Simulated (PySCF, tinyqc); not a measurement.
Inside a calculation. Method: CIS and TDHF on RHF in the sto-6g basis, frozen core, for HF, spin multiplicity 1. The lowest restricted solution is unstable here: a spin-polarised one lies 0.0318 hartree lower (PySCF). Computed by tinyqc, a small Python program that keeps every step (integrals from PySCF). Settings: charge = 0, multiplicity = 1, basis = sto-6g, method = RHF, frozen orbitals = 1, energy threshold = 1e-10, iteration cap = 65, orthogonalisation = symmetric, start = core, DIIS depth = 6, TDHF = 1. Command: `OMP_NUM_THREADS=1 python tinyqc.py 28780 28781 out.jsonl` (the two numbers bound the seeds that draw the settings). One thread of a shared host (Intel(R) Xeon(R) Processor @ 2.60GHz), about 0.09 s of CPU time with the checks. The early iterations of the SCF are left out here.

## One-electron integrals

Geometry (angstrom):

| atom | x | y | z |
|---|---|---|---|
| F | 0.00000 | 0.00000 | 0.00000 |
| H | 0.00000 | 0.00000 | 1.40300 |

Basis sto-6g: exponents (1/bohr^2) and contraction coefficients of normalised primitives:

| element | l (shell) | exponent | coefficient |
|---|---|---|---|
| F | s (1) | 1728.62657 | 0.00916 |
| F | s (1) | 316.94179 | 0.04936 |
| F | s (1) | 88.66889 | 0.16854 |
| F | s (1) | 30.46016 | 0.37056 |
| F | s (1) | 11.82857 | 0.41649 |
| F | s (1) | 4.87166 | 0.13033 |
| F | s (2) | 67.03228 | -0.01325 |
| F | s (2) | 13.26744 | -0.04699 |
| F | s (2) | 4.12351 | -0.03379 |
| F | s (2) | 1.58646 | 0.25024 |
| F | s (2) | 0.68900 | 0.59512 |
| F | s (2) | 0.31582 | 0.24071 |
| F | p (3) | 67.03228 | 0.00376 |
| F | p (3) | 13.26744 | 0.03768 |
| F | p (3) | 4.12351 | 0.17390 |
| F | p (3) | 1.58646 | 0.41804 |
| F | p (3) | 0.68900 | 0.42586 |
| F | p (3) | 0.31582 | 0.10171 |
| H | s (1) | 35.52322 | 0.00916 |
| H | s (1) | 6.51314 | 0.04936 |
| H | s (1) | 1.82214 | 0.16854 |
| H | s (1) | 0.62596 | 0.37056 |
| H | s (1) | 0.24308 | 0.41649 |
| H | s (1) | 0.10011 | 0.13033 |

Overlap, kinetic and nuclear-attraction integrals over the contracted functions; the nuclear repulsion is the sum of Za Zb / Rab.

nuclear repulsion = 3.3945794 hartree

overlap S, lower triangle:
```
          1F 1s    1F 2s   1F 2px   1F 2py   1F 2pz    2H 1s
1F 1s   1.00000
1F 2s   0.23248  1.00000
1F 2px  0.00000  0.00000  1.00000
1F 2py  0.00000  0.00000  0.00000  1.00000
1F 2pz  0.00000  0.00000  0.00000  0.00000  1.00000
2H 1s   0.01642  0.20006  0.00000  0.00000  0.17986  1.00000
```

kinetic energy T (hartree), lower triangle:
```
           1F 1s     1F 2s   1F 2px   1F 2py   1F 2pz    2H 1s
1F 1s   37.39773
1F 2s   -1.14335   1.08230
1F 2px   0.00000   0.00000  3.25133
1F 2py   0.00000   0.00000  0.00000  3.25133
1F 2pz   0.00000   0.00000  0.00000  0.00000  3.25133
2H 1s   -0.00482  -0.00618  0.00000  0.00000  0.03829  0.76852
```

nuclear attraction V (hartree), lower triangle:
```
            1F 1s      1F 2s     1F 2px     1F 2py     1F 2pz     2H 1s
1F 1s   -78.19963
1F 2s    -7.95340  -11.85253
1F 2px    0.00000    0.00000  -11.83973
1F 2py    0.00000    0.00000    0.00000  -11.83973
1F 2pz   -0.00680   -0.08038    0.00000    0.00000  -11.87661
2H 1s    -0.64187   -1.61552    0.00000    0.00000   -1.24209  -4.61383
```

core Hamiltonian H = T + V (hartree), lower triangle:
```
            1F 1s      1F 2s    1F 2px    1F 2py    1F 2pz     2H 1s
1F 1s   -40.80190
1F 2s    -9.09674  -10.77023
1F 2px    0.00000    0.00000  -8.58840
1F 2py    0.00000    0.00000   0.00000  -8.58840
1F 2pz   -0.00680   -0.08038   0.00000   0.00000  -8.62528
2H 1s    -0.64669   -1.62170   0.00000   0.00000  -1.20380  -3.84531
```

## Two-electron integrals

Functions are numbered as in S; the eight-fold symmetry (ij|kl) = (ji|kl) = (kl|ij) leaves the list below.

Two-electron integrals (ij|kl) in chemists' order, unique and non-zero (hartree):
```
(11|11) 5.40624   (21|11) 0.76813   (21|21) 0.13891   (22|11) 1.26627
(22|21) 0.28399   (22|22) 0.92637   (31|31) 0.02945   (32|31) 0.04468
(32|32) 0.20475   (33|11) 1.26627   (33|21) 0.28399   (33|22) 0.92637
(33|33) 0.99808   (41|41) 0.02945   (42|41) 0.04468   (42|42) 0.20475
(43|43) 0.05379   (44|11) 1.26627   (44|21) 0.28399   (44|22) 0.92637
(44|33) 0.89051   (44|44) 0.99808   (51|51) 0.02945   (52|51) 0.04468
(52|52) 0.20475   (53|53) 0.05379   (54|54) 0.05379   (55|11) 1.26627
(55|21) 0.28399   (55|22) 0.92637   (55|33) 0.89051   (55|44) 0.89051
(55|55) 0.99808   (61|11) 0.05762   (61|21) 0.01000   (61|22) 0.02004
(61|33) 0.02001   (61|44) 0.02001   (61|51) 0.00043   (61|52) 0.00086
(61|55) 0.02011   (61|61) 0.00073   (62|11) 0.16553   (62|21) 0.03778
(62|22) 0.13998   (62|33) 0.13797   (62|44) 0.13797   (62|51) 0.00274
(62|52) 0.02175   (62|55) 0.14402   (62|61) 0.00273   (62|62) 0.02784
(63|31) 0.00393   (63|32) 0.02338   (63|53) 0.00443   (63|63) 0.00381
(64|41) 0.00393   (64|42) 0.02338   (64|54) 0.00443   (64|64) 0.00381
(65|11) 0.12208   (65|21) 0.02822   (65|22) 0.11163   (65|33) 0.10723
(65|44) 0.10723   (65|51) 0.00562   (65|52) 0.03894   (65|55) 0.12042
(65|61) 0.00211   (65|62) 0.02723   (65|65) 0.03010   (66|11) 0.37485
(66|21) 0.08709   (66|22) 0.37169   (66|33) 0.36184   (66|44) 0.36184
(66|51) 0.00649   (66|52) 0.07375   (66|55) 0.39139   (66|61) 0.00630
(66|62) 0.10318   (66|65) 0.11637   (66|66) 0.77500
```

## Orthogonalisation

S = U s U^T; symmetric (Loewdin) form X = U s^(-1/2) U^T, so that X^T S X = 1.

eigenvalues of S: 0.67535  0.86597  1.00000  1.00000  1.11792  1.34076

X, lower triangle:
```
           1F 1s     1F 2s   1F 2px   1F 2py    1F 2pz    2H 1s
1F 1s    1.02136
1F 2s   -0.12226   1.03776
1F 2px   0.00000   0.00000  1.00000
1F 2py   0.00000   0.00000  0.00000  1.00000
1F 2pz  -0.00168   0.01461  0.00000  0.00000   1.01282
2H 1s    0.01028  -0.10705  0.00000  0.00000  -0.09429  1.02892
```

## Iteration 7 (converged): orbitals

converged F (hartree), lower triangle:
```
            1F 1s     1F 2s    1F 2px    1F 2py    1F 2pz     2H 1s
1F 1s   -26.26620
1F 2s    -6.37258  -2.88298
1F 2px    0.00000   0.00000  -0.47342
1F 2py    0.00000   0.00000   0.00000  -0.47342
1F 2pz   -0.01150  -0.00930   0.00000   0.00000  -0.19139
2H 1s    -0.45599  -0.47183   0.00000   0.00000  -0.36323  -0.22048
```

Diagonalise F' = X^T F X, C = X C', fill 5 alpha and 5 beta electrons from the bottom; D = 2 C_occ C_occ^T. Each column has its largest component positive (the first on a tie).

F' = X^T F X (hartree), lower triangle:
```
           1         2         3         4         5         6
1  -25.85998
2   -3.16473  -1.78913
3    0.00000   0.00000  -0.47342
4    0.00000   0.00000   0.00000  -0.47342
5   -0.02184   0.04142   0.00000   0.00000  -0.12837
6   -0.02849  -0.23324   0.00000   0.00000  -0.34895  -0.09230
```

orbital energies (hartree): MO1 -26.26926, MO2 -1.41927, MO3 -0.47342, MO4 -0.47342, MO5 -0.44391, MO6 0.26265

coefficients C:
```
             MO1       MO2       MO3      MO4       MO5       MO6
1F 1s    0.99727  -0.24707   0.00000  0.00000   0.03506   0.03764
1F 2s    0.01159   1.01087   0.00000  0.00000  -0.18996  -0.21333
1F 2px   0.00000   0.00000  -0.28577  0.95830   0.00000   0.00000
1F 2py   0.00000   0.00000   0.95830  0.28577   0.00000   0.00000
1F 2pz   0.00066   0.01152   0.00000  0.00000   0.68940  -0.74800
2H 1s   -0.00130   0.07030   0.00000  0.00000   0.61913   0.83119
```

D after iteration 7, lower triangle:
```
           1F 1s     1F 2s   1F 2px   1F 2py   1F 2pz    2H 1s
1F 1s    2.11362
1F 2s   -0.48971   2.11614
1F 2px   0.00000   0.00000  2.00000
1F 2py   0.00000   0.00000  0.00000  2.00000
1F 2pz   0.04396  -0.23860  0.00000  0.00000  0.95080
2H 1s    0.00608  -0.09312  0.00000  0.00000  0.85527  0.77653
```

Within a degenerate level the vectors are fixed only up to a rotation; this is one choice.

## Convergence

Stop when the energy changes by less than 1e-10 hartree and every element of the error matrix X^T (F D S - S D F) X is below 3e-06.

Course of the cycle:

| iteration | E (hartree) | change | largest element of the error matrix |
|---|---|---|---|
| 1 | -98.8435152 | - | 3.49e-01 |
| 2 | -99.3292926 | -4.86e-01 | 2.53e-01 |
| 3 | -99.3782882 | -4.90e-02 | 3.62e-02 |
| 4 | -99.3793451 | -1.06e-03 | 4.14e-03 |
| 5 | -99.3793583 | -1.31e-05 | 1.86e-04 |
| 6 | -99.3793583 | -2.38e-08 | 1.14e-06 |
| 7 | -99.3793583 | -8.24e-13 | 2.07e-09 |

PySCF RHF in the same basis = -99.3793583 hartree

Converged in 7 iterations.

## Integrals over molecular orbitals

(pq|rs) = sum C_ip C_jq C_kr C_ls (ij|kl), one index at a time.

one-electron integrals over orbitals h = C^T H C (hartree), lower triangle:
```
           1         2         3         4         5         6
1  -40.78908
2    0.73801  -9.18431
3    0.00000   0.00000  -8.58840
4    0.00000   0.00000   0.00000  -8.58840
5   -0.09996   0.41877   0.00000   0.00000  -6.54446
6   -0.11325   0.63037   0.00000   0.00000   2.41618  -5.87814
```

Two-electron integrals over orbitals (pq|rs), unique and non-zero (hartree); the lowest 1 orbital is frozen and left out:
```
(22|22) 0.88528    (32|32) 0.19193    (33|22) 0.90305    (33|33) 0.99808
(42|42) 0.19193    (43|43) 0.05379    (44|22) 0.90305    (44|33) 0.89051
(44|44) 0.99808    (52|22) -0.04427   (52|33) -0.05518   (52|44) -0.05518
(52|52) 0.12436    (53|32) -0.02133   (53|53) 0.03230    (54|42) -0.02133
(54|54) 0.03230    (55|22) 0.66792    (55|33) 0.65308    (55|44) 0.65308
(55|52) -0.00736   (55|55) 0.64751    (62|22) -0.06714   (62|33) -0.06711
(62|44) -0.06711   (62|52) -0.08511   (62|55) -0.02025   (62|62) 0.09061
(63|32) -0.02231   (63|53) -0.02418   (63|63) 0.02782    (64|42) -0.02231
(64|54) -0.02418   (64|64) 0.02782    (65|22) -0.26369   (65|33) -0.26512
(65|44) -0.26512   (65|52) 0.06714    (65|55) -0.08679   (65|62) 0.02759
(65|65) 0.25232    (66|22) 0.62062    (66|33) 0.60661    (66|44) 0.60661
(66|52) 0.03682    (66|55) 0.63179    (66|62) -0.04607   (66|65) -0.02745
(66|66) 0.65359
```

## CIS matrix, singlets

A(ia,jb) = (e_a - e_i) d_ij d_ab + 2 (ia|jb) - (ij|ab).

CIS matrix A, singlet (hartree), lower triangle:
```
         2>6      3>6      4>6      5>6
2>6  1.24253
3>6  0.00000  0.18512
4>6  0.00000  0.00000  0.18512
5>6  0.01836  0.00000  0.00000  0.57941
```

## CIS singlet states

dipole integrals <i|r|a> (bohr):
```
            x         y         z
2>6   0.00000   0.00000  -0.12703
3>6   0.00484  -0.01623   0.00000
4>6  -0.01623  -0.00484   0.00000
5>6   0.00000   0.00000   1.34071
```

Diagonalise A (1 hartree = 27.211386 eV); each vector has its largest component positive (the first on a tie). The transition dipole is mu = sqrt2 sum c_ia <i|r|a>.

singlet excitation energies (eV): 5.03733  5.03733  15.75273  33.82486

lowest vectors:
```
     state 1   state 2   state 3  state 4
2>6  0.00000   0.00000  -0.02766  0.99962
3>6  0.24086   0.97056   0.00000  0.00000
4>6  0.97056  -0.24086   0.00000  0.00000
5>6  0.00000   0.00000   0.99962  0.02766
```

oscillator strengths 2/3 w |mu|^2: 0.00007  0.00007  1.39365  0.01340

Within a degenerate level the vectors are fixed only up to a rotation; this is one choice.

## TDHF (RPA) singlet states

B(ia,jb) = 2 (ia|jb) - (ib|ja); the squared energies are the eigenvalues of (A - B)(A + B); 1 hartree = 27.211386 eV.

TDHF matrix B, singlet (hartree), lower triangle:
```
         2>6      3>6      4>6      5>6
2>6  0.09061
3>6  0.00000  0.02782
4>6  0.00000  0.00000  0.02782
5>6  0.02759  0.00000  0.00000  0.25232
```

squared energies w^2 (hartree^2): 0.03349  0.03349  0.27153  1.53535

TDHF energies from the positive w^2 (eV): 4.98011  4.98011  14.17948  33.71743

## CIS matrix, triplets

A(ia,jb) = (e_a - e_i) d_ij d_ab - (ij|ab).

CIS matrix A, triplet (hartree), lower triangle:
```
          2>6      3>6      4>6      5>6
2>6   1.06131
3>6   0.00000  0.12947
4>6   0.00000  0.00000  0.12947
5>6  -0.03682  0.00000  0.00000  0.07478
```

## CIS triplet states

Diagonalise A (1 hartree = 27.211386 eV); each vector has its largest component positive (the first on a tie).

triplet excitation energies (eV): 1.99746  3.52310  3.52310  28.91698

lowest vectors:
```
     state 1   state 2  state 3   state 4
2>6  0.03724   0.00000  0.00000   0.99931
3>6  0.00000  -0.21237  0.97719   0.00000
4>6  0.00000   0.97719  0.21237   0.00000
5>6  0.99931   0.00000  0.00000  -0.03724
```

Within a degenerate level the vectors are fixed only up to a rotation; this is one choice.

## TDHF (RPA) triplet states

B(ia,jb) = - (ib|ja); the squared energies are the eigenvalues of (A - B)(A + B); 1 hartree = 27.211386 eV.

TDHF matrix B, triplet (hartree), lower triangle:
```
          2>6       3>6       4>6       5>6
2>6  -0.09061
3>6   0.00000  -0.02782
4>6   0.00000   0.00000  -0.02782
5>6  -0.02759   0.00000   0.00000  -0.25232
```

squared energies w^2 (hartree^2): -0.05933  0.01599  0.01599  1.12061

TDHF energies from the positive w^2 (eV): 3.44079  3.44079  28.80562

A + B or A - B has a negative eigenvalue: the restricted solution is unstable towards a spin-polarised one, a negative w^2 means an imaginary energy, and the lowest roots have no physical meaning.
